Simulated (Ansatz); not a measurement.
**One element changed: vertical spin gaps of H2Al–N, H₂Al–P, H$_{2}$Al–As**

Ansatz 0.2.0, basis cc-pVDZ; geometries are PBE0/def2-TZVP minima. Wave-function levels freeze the cores with the filled d shells of p-block atoms; HF, MP2 and coupled cluster are restricted for singlets and unrestricted otherwise, restricted open-shell where a d shell is frozen, Kohn–Sham unrestricted where that lies lower. The reference is CCSDT(Q) or CCSDTQ (coupled cluster only where its series has nearly closed). Semilocal and hybrid functionals correlate all electrons outside any core potential and usually lie nearer their basis limit than the reference, so part of their error here is the reference's basis and frozen-core error; RPA and the MP2 part of double hybrids freeze the same cores as the reference. An error is the level's value less the reference. None of these values is a measured one. Energies are electronic, without zero-point terms. No spin–orbit coupling and no scalar relativity. The set is small: such energies can lie up to about 0.3 eV from the limit, spin gaps mostly less, so near ties and functionals' places can change in larger sets. The species are chosen: bound, without strong static correlation by their natural occupations or amplitudes, in their lowest spin state as far as vertical gaps and like structures tell, and with a ladder that closes on the reference, so errors are smaller than for species at large; levels whose determinant breaks symmetry or spin markedly are left out.

```tsv
species	bonds (Å)	quantity	symmetry of the states	reference	value (kJ/mol)	error CCSD(T)	error PBE	error wB97M-V	error B2PLYP	error RPA-PBE
H2Al–N, triplet	N–Al 1.882, Al–H 1.583, angles at Al 118/124°	quintet less triplet, vertical	A2 / B2	CCSDT(Q)	414.9	1.1	-13.4	40.7	28.3	-7.4
H2Al–As, triplet	Al–As 2.435, Al–H 1.589, angles at Al 120°	quintet less triplet, vertical	A2 / B2	CCSDTQ	352.4	0.4	-7.6	33.3	24.0	1.0
```

Question: One member is withheld: H2Al–P, triplet (Al–P 2.334, Al–H 1.588, angles at Al 120/121°), where PBE gives 359.2 kJ/mol for the quintet less triplet, vertical. Estimate from the other members what CCSDT(Q) gives.

Answer: The errors of PBE for the others average -10.5 kJ/mol; taking that off gives 369.7, which misses by 1.5, against 9.0 without the correction. The computed value at CCSDT(Q) is 368.2 kJ/mol. Errors against it: CCSD(T) 0.6, PBE -8.9, wB97M-V 38.3, B2PLYP 24.1, RPA-PBE 2.0.

The reference falls from N to As, by 62.5 kJ/mol in all.
